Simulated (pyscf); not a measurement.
Single points on ωB97X-D3(BJ)/def2-SVP structures (PySCF, gas phase).

Question: What is the homolytic dissociation enthalpy (298 K, ωB97M-D3(BJ)/def2-TZVP) of the C–C bond of H₂C=CH–CH₂–CH=O (SMILES C=CCC=O), to •HC=CH₂ + •H₂C–CH=O?

Answer: C–C to •HC=CH₂ + •H₂C–CH=O: 92.2 kcal/mol. The 7 functionals that were run give +82.9 (r²SCAN) to +92.7 kcal/mol (ωB97X-D3(BJ)). The radicals are drawn with the spin at the cut bond; how far it spreads was not checked. H₂C=CH–CH₂–CH=O lies 6.8 kcal/mol over its isomer H₃C–CH=CH–CH=O, and others may lie lower still (electronic energy, ωB97M-D3(BJ)). •H₂C–CH=O lies 6.7 kcal/mol over its isomer H₃C–C•=O, and others may lie lower still (electronic energy, ωB97M-D3(BJ)). Other isomers of •HC=CH₂ were not searched in full and may lie lower.
